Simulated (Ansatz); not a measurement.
How the elastic constant C66 of hcp Hf moves with the method

No measured value is used here.

```
level (code)     value (GPa)  cell (Å³/atom)
---------------  -----------  --------------
LDA (Ansatz)            56.1           20.83
PBE (Ansatz)             ___           22.53
PBEsol (Ansatz)         58.4           21.61
```

Task: Complete the blanks.

Result: 
- PBE (Ansatz, a first-principles code), value (GPa): 55.4

Density-functional levels without +SOC have no spin–orbit coupling. Each level is taken at its own relaxed cell. Ansatz's density-functional and Hartree–Fock values are scalar-relativistic unless marked +SOC, with PAW data made under PBE.
